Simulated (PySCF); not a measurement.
# C5H12N: the cost of one run

The runs use PySCF 2.14.0, with density-fitted response routines of our own; the level of theory stands in each step. All values are computed, except where a source is named. Atoms count from 0, in the outputs and in this text.

**1. Starting geometry**

18 atoms, charge 1, multiplicity 1; geometry from: GFN2-xTB. The atoms were then displaced at random by about 0.03 Å, so the start is not that level's minimum.

Bonds of the start (Å): C0–C1 1.40, C1–N2 1.52, N2–C3 1.44, N2–C4 1.45, N2–C5 1.46, C0–H6 1.04, C0–H7 1.08, C1–H8 1.05, C3–H9 1.20, C3–H10 1.01, C3–H11 1.08, C4–H12 1.04, C4–H13 1.12, C4–H14 1.09, C5–H15 1.06, C5–H16 1.11, C5–H17 1.10.

**2. Geometry optimisation at PBE0-D3(BJ)/def2-SVP**

Job settings and geometry (Å):

```
{"job": {"xc": "PBE0", "basis": "def2-SVP", "d3": "d3bj", "grid": 1, "shake": 0.03, "kind": "geom"}, "charge": 1, "multiplicity": 1}
C      2.074960    -0.227250     0.921020
C      1.227280     0.280450    -0.067530
N     -0.268440     0.055720    -0.178950
C     -0.337520    -1.336680    -0.557830
C     -0.882320     0.312830     1.105460
C     -0.784220     0.975420    -1.185750
H      1.694500    -0.724240     1.754750
H      3.116570     0.065220     0.868270
H      1.638040     0.866280    -0.836350
H     -1.512710    -1.550690    -0.599640
H      0.007980    -1.549400    -1.481980
H      0.010290    -2.013010     0.213100
H     -0.663840    -0.368550     1.855810
H     -2.004540     0.290520     1.035440
H     -0.617050     1.293120     1.494030
H     -0.295910     0.825380    -2.118080
H     -0.607850     2.032840    -0.897500
H     -1.869090     0.801570    -1.269860
```

The run is started by

```sh
> OMP_NUM_THREADS=1 python probes_run.py task.json out
```

One launch serves the whole session: the jobs run in the order shown.

**Question.** How long does this first job take on 1 thread of Arm Neoverse N1, shared host, and how much memory does it need?

About 3.4 min, with a peak of 0.61 GiB.
